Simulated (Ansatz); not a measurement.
This script makes vertical spin-state energies of C3H6OS, SMILES CC1(O)CS1 with the Python package of Ansatz (0.2.0).

`run_spin.py`:
```python
"""Gap between spin states of C3H6OS at one geometry."""

import ansatz as az

BASIS = "6-31G*"
FUNCTIONAL = "r2scan0"


def main() -> None:
    geometry_ang = [
        ("C", (-0.9625, -0.9301, 0.1173)),
        ("C", (0.1171, 0.0737, 0.2434)),
        ("O", (0.9975, -0.2362, 1.2916)),
        ("C", (0.7935, 0.7327, -0.9713)),
        ("S", (-0.2033, 1.7503, 0.045)),
        ("H", (-1.6015, -0.9049, 1.0261)),
        ("H", (-0.5979, -1.8901, -0.0806)),
        ("H", (-1.6466, -0.6121, -0.7264)),
        ("H", (1.1038, 0.5416, 1.9489)),
        ("H", (1.7896, 0.9004, -0.9567)),
        ("H", (0.2756, 0.5176, -1.9167)),
    ]
    geometry = az.Crystal.molecule()
    for symbol, xyz in geometry_ang:
        geometry = geometry.atom(symbol, xyz)

    model = geometry.calculation()
    model = model.basis(gaussian=BASIS).functional(FUNCTIONAL)
    model = model.scf(lower_state_search="off")
    found = {}
    for unpaired in [0, 2]:
        rep = model.spin("collinear", total=unpaired).run().report
        s = unpaired / 2
        found[unpaired] = rep["free_energy_ev"]
        print(f"2S+1 = {unpaired + 1}: E = {found[unpaired]:.5f} eV, <S^2> = {abs(rep['mean_field']['state']['spin_squared']):.3f} (pure state {s * (s + 1):.2f})")
    lowest = min(found, key=found.get)
    for unpaired, e in found.items():
        print(f"multiplicity {unpaired + 1}: {(e - found[lowest]):.3f} eV above the lowest")


if __name__ == "__main__":
    main()
```

Which spin state is lowest at this geometry, and how far above lie the others?

In order: multiplicity 1 (+0.00 eV) and multiplicity 3 (+4.90 eV), all at the one geometry.

The run itself:

`python run_spin.py` gives:
```text
2S+1 = 1: E = -16085.01156 eV, <S^2> = 0.000 (pure state 0.00)
2S+1 = 3: E = -16080.11042 eV, <S^2> = 2.009 (pure state 2.00)
multiplicity 1: 0.000 eV above the lowest
multiplicity 3: 4.901 eV above the lowest
```

Notes:
- These settings explore the input space; basis and method may be short of convergence.
- The geometry is a force-field or estimated start, not a minimum of this method, and the basis set is short of its limit. All parts are taken at fixed geometry, without zero-point energy.
- Wall time of the script: 14 s on 1 thread of Arm Neoverse V2, with other jobs on the host, peak memory 0.24 GiB.
